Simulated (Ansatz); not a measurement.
in.yaml

```yaml
crystal:
  periodic: [false, false, false]
  atoms:
    - {symbol: Ga, position_ang: [-0.004403, 0.336351, 1.508986]}
    - {symbol: Al, position_ang: [-0.022649, -1.725034, 0.000000]}
    - {symbol: Ga, position_ang: [-0.004403, 0.336351, -1.508986]}
    - {symbol: H, position_ang: [1.215461, -0.355847, 0.000000]}
basis:
  gaussian: {orbitals: 6-31G}
magnetization: {spin_polarized: false, initial_magnetization: 2}
correlation: {active_space: {ras: {orbitals: [4, 2, 34], electrons: 7, max_holes: 2, max_particles: 2}, fixed_orbitals: true}}
scf: {lower_state_search: full}
```

```sh
$ ansatz run in.yaml --threads 1 --pin off --events-out ev --progress --plain --max-ram 2393MiB
```

(1) One thing in this input was set wrong on purpose, beside settings that are merely unusual. What is the gravest fault, and what does the program do?

## Answers

(1) Electron count of the space is wrong. How the run ends: stopped by an error.
```
670 factors; integrals over basis functions are off by at most 1.9e-4 eV
mean field evaluation 1: about -111246.5728 eV, gradient 5.6e0 eV
mean field evaluation 2: about -111246.6238 eV, gradient 5.6e0 eV
mean field evaluation 4: about -111246.9759 eV, gradient 1.4e0 eV
mean field evaluation 8: about -111247.0021 eV, gradient 2.1e-1 eV
mean field evaluation 16: about -111245.9913 eV, gradient 4.2e0 eV
mean field evaluation 32: about -111247.0009 eV, gradient 3.2e-1 eV
mean field evaluation 64: about -111246.9914 eV, gradient 5.1e-1 eV
mean field evaluation 96: about -111181.1274 eV, gradient 3.2e2 eV
mean field evaluation 128: about -111193.1412 eV, gradient 2.1e2 eV
mean field evaluation 160: about -111247.0068 eV, gradient 2.9e-2 eV
mean field evaluation 192: about -111247.0068 eV, gradient 4.1e-2 eV
mean field evaluation 224: about -111247.0065 eV, gradient 7.8e-2 eV
mean field -111247.00681116 eV, -4088.2520943807 hartree, gradient 4.0e-6 eV, S^2 2.000000; 16 other end points of the search recorded, 0 dependent functions left out
reference -111247.00681116 eV, -4088.2520943807 hartree; 39, 37 occupied and 34, 36 virtual orbitals, 670 factors
Error: 7 electrons in 40 orbitals form no window around the highest filled level of the reference
```
